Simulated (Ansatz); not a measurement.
Two isomers of C4H6O: A = `COC1=CC1`, B = `CC1=C(O)C1`.

Gas-phase electronic energies from Ansatz, PBE0-D4/def2-TZVP geometries. CCSD(T)/CBS is the MP2 limit (def2-TZVPP, def2-QZVPP) plus CCSD(T) − MP2 in def2-TZVPP, frozen cores. DFT in def2-TZVPP. B3LYP here is the variant with VWN-RPA as its local correlation; programs differ in this. Each species was taken in one conformer, which may not be the lowest.

A:

```xyz
11

C    -1.451   -1.201    0.114
O    -0.042   -1.166   -0.079
C     0.458    0.052   -0.060
C     0.325    1.332    0.052
C     1.729    0.775   -0.184
H    -1.744   -2.248    0.076
H    -1.957   -0.641   -0.677
H    -1.712   -0.774    1.086
H    -0.248    2.229    0.197
H     2.447    0.756    0.640
H     2.196    0.887   -1.165
```

B:

Z-matrix (Å, degrees):
```
C
C 1 1.469
H 1 1.095 2 111.0
H 1 1.094 2 111.0 3 -118.8
H 1 1.092 2 111.5 3 120.6
C 2 1.290 1 155.2 3 -120.4
C 2 1.529 1 142.8 3 59.5
O 6 1.332 2 152.9 1 -0.0
H 7 1.094 2 119.6 1 -73.7
H 7 1.094 2 119.6 1 73.8
H 8 0.964 6 108.9 2 -0.0
```

**Question.** Which is lower in electronic energy at CCSD(T)/CBS, and by how much? (An estimate is asked.)

**Answer.** The calculation gave: B, by 13.1 kcal/mol.

**Question.** Give E(B) − E(A) in kcal/mol with ωB97M-V, r2SCAN-D4, PBE0-D4, B2PLYP, B3LYP-D4, CCSD/def2-TZVPP, PBE-D4. (An estimate is asked.)

**Answer.** Computed: ωB97M-V -12.9, r2SCAN-D4 -13.2, PBE0-D4 -14.2, B2PLYP -12.7, B3LYP-D4 -12.5, CCSD/def2-TZVPP -12.8, PBE-D4 -13.9. None reverses the order clearly.

Largest T1 diagnostic: 0.012.

In def2-TZVPP, CCSD(T) changes the Hartree–Fock value by −1.4 kcal/mol (the triples alone add +0.1 kcal/mol) and MP2 by −2.6 kcal/mol.
